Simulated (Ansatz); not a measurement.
## Relaxing Y3VCo

These are results of DFT PBE, scalar-relativistic, plane waves, PAW in Ansatz, not measurements. Cutoff 420 eV, Γ-centred k mesh, Gaussian smearing, collinear spin, first started from parallel moments.

The start puts Y3VCo on the cubic perovskite structure type (Pm-3m, No. 221), with V in place of Sr, Co in place of Ti, Y in place of O, at a guessed volume.

```yaml
crystal:
  lattice:
    - [4.60579, 0.00000, 0.00000]
    - [0.00000, 4.60579, 0.00000]
    - [0.00000, 0.00000, 4.60579]
  atoms:
    - { symbol: Y, position: [0.00000, 0.50000, 0.50000] }
    - { symbol: Y, position: [0.50000, 0.00000, 0.50000] }
    - { symbol: Y, position: [0.50000, 0.50000, 0.00000] }
    - { symbol: V, position: [0.00000, 0.00000, 0.00000] }
    - { symbol: Co, position: [0.50000, 0.50000, 0.50000] }
```

Cell and atoms relax at zero pressure; the relaxation can't lower the symmetry of the start. After a coarse first stage the cell is made exact in the group found at 0.06 Å.

Energies over the elements count from the elements' standard structures at the same level, with no empirical corrections.

Describe the relaxed structure.

It keeps Pm-3m (No. 221). The result still has the cubic perovskite structure. Conventional cell: a = 5.157 Å. Y is coordinated by 2 Co at 2.58 Å; around V lie 12 Y at 3.65 Å; Co has 6 Y at 2.58 Å.

```
Y V Co
1.0
     5.15700    0.00000    0.00000
     0.00000    5.15700    0.00000
     0.00000    0.00000    5.15700
Y V Co
3 1 1
Direct
  0.00000 0.50000 0.50000
  0.50000 0.00000 0.50000
  0.50000 0.50000 0.00000
  0.00000 0.00000 0.00000
  0.50000 0.50000 0.50000
```

What are its volume, energy, gap and moment?

The volume per atom is 27.43 Å³. The density is 4.56 g/cm³, the energy over the elements is 0.33 eV/atom and the gap on the 8×8×8 mesh is 0 eV (a metal). The net moment per atom is 0.82 μB. The largest site moment is 3.36 μB.

The final run used a 8×8×8 mesh on its 5-atom cell and 0.10 eV smearing. The k mesh leaves about 4 meV/atom of noise in metals. Symmetry constrained the relaxation, so the result can be a saddle point.

Cost: 3 runs of about 3 core-minutes in all, on Arm Neoverse V2 (shared hosts).